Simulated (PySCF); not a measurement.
# Bond dissociation energies of disilane

Parent: disilane, `[SiH3][SiH3]` (H6Si2). Atom numbers as in the mapped SMILES `[SiH3:1][SiH3:2]`.

These are calculated values, M06-2X/def2-TZVP in PySCF (grid level 3) at geometries from PBE0-D3(BJ)/def2-SVP. Zero-point and thermal terms (298.15 K, 1 bar) come from unscaled PBE0-D3(BJ)/def2-SVP harmonic frequencies, with soft modes damped to free rotors in the entropy.

```csv
bond,r / Å,radicals,BDE(298 K) / kJ/mol,BDFE / kJ/mol,D₀ / kJ/mol,Dₑ / kJ/mol
Si1–Si2,2.345,SiH3• + SiH3•,302,254,297,314
Si1–H,1.495,[SiH2][SiH3] + H•,361,321,355,379
```

Homolysis to relaxed radicals in the gas phase; the table need not hold every single bond outside rings.

Weakest of these: Si1–Si2 (302 kJ/mol); strongest: Si1–H (361 kJ/mol).

Hardware: 1 thread of Arm Neoverse V2, shared with other jobs. Command: `OMP_NUM_THREADS=1 python redox_run.py task.json out`. Structures, frequencies and single points: 85 s.
